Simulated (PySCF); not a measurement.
Ligands exchanged one at a time, C H-Cl. Isolated molecules, 0 K electronic values unless said otherwise. Strings in code marks are SMILES.

Calculation: ωB97X-D3(BJ)/def2-TZVP // B3LYP-D3(BJ)/def2-TZVP (PySCF 2.14.0). All candidates: neutral, multiplicity 1. Delta-SCF ions had no search for a lower state. Excitations are Tamm–Dancoff values on a coarser integration grid. The basis has no diffuse functions, so Rydberg states are missing or too high.

```
Property                                  Result
--------------------------------------  --------
S1 excitation (TDA)                      6.44 eV
vertical ionisation energy (Delta-SCF)  11.73 eV
dipole moment                             0.00 D
```

### Question
Name which member has these values.
(A) `ClCCl`
(B) `CCl`
(C) `ClC(Cl)Cl`
(D) `ClC(Cl)(Cl)Cl`

### Answer
D, `ClC(Cl)(Cl)Cl`. The others give `CCl`: 7.62 eV, 11.41 eV, 1.99 D; `ClC(Cl)Cl`: 6.80 eV, 11.61 eV, 1.13 D; `ClCCl`: 7.23 eV, 11.54 eV, 1.72 D
